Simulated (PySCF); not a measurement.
From results back to the method.

Compound: 1-chloro-2-methylpropane, C4H9Cl.
Atom-mapped SMILES: `[CH3:1][CH:2]([CH3:3])[CH2:4][Cl:5]` (hydrogens: H6, H7, H8 on C1; H9 on C2; H10, H11, H12 on C3; H13, H14 on C4)

The closed-shell ground state was solved 7 times with PySCF (density fitting, gas phase), always in the pcSseg-1 basis (137 functions), with these functionals: B3LYP, B97-2, BHandHLYP, HF, KT3, LC-wPBE and mPW1PW91. Geometry: PBE0-D3(BJ)/def2-SVP, one conformer, isolated molecule.

```json
{"row": "P", "total energy (Eh)": "-618.0368", "HOMO (eV)": "-8.03", "LUMO (eV)": "0.56", "dipole (D)": "2.11"}
{"row": "Q", "total energy (Eh)": "-623.6643", "HOMO (eV)": "-6.99", "LUMO (eV)": "-0.23", "dipole (D)": "2.05"}
{"row": "R", "total energy (Eh)": "-618.0004", "HOMO (eV)": "-8.34", "LUMO (eV)": "0.85", "dipole (D)": "2.18"}
{"row": "S", "total energy (Eh)": "-617.7975", "HOMO (eV)": "-11.17", "LUMO (eV)": "3.16", "dipole (D)": "2.21"}
{"row": "T", "total energy (Eh)": "-617.9923", "HOMO (eV)": "-8.05", "LUMO (eV)": "0.82", "dipole (D)": "2.17"}
{"row": "U", "total energy (Eh)": "-617.9029", "HOMO (eV)": "-9.60", "LUMO (eV)": "1.71", "dipole (D)": "2.22"}
{"row": "V", "total energy (Eh)": "-616.1612", "HOMO (eV)": "-11.66", "LUMO (eV)": "3.97", "dipole (D)": "2.38"}
```

**Question.** Which functional belongs to which row?

**Answer.** P = B3LYP, Q = KT3, R = mPW1PW91, S = LC-wPBE, T = B97-2, U = BHandHLYP, V = HF. By rising HOMO–LUMO gap: KT3 (GGA) 6.76 eV; B3LYP (global hybrid, 20 % exact exchange) 8.59 eV; B97-2 (global hybrid, 21 % exact exchange) 8.87 eV; mPW1PW91 (global hybrid, 25 % exact exchange) 9.19 eV; BHandHLYP (global hybrid, 50 % exact exchange) 11.31 eV; LC-wPBE (range-separated hybrid) 14.33 eV; HF (all exact exchange) 15.63 eV. Total energies of different functionals aren't bounds to one another; each is stationary for its own functional.

The values belong to the conformer `[CH3:1][CH:2]([CH3:3])[CH2:4][Cl:5]`: C1–C2–C4–Cl5 63°.
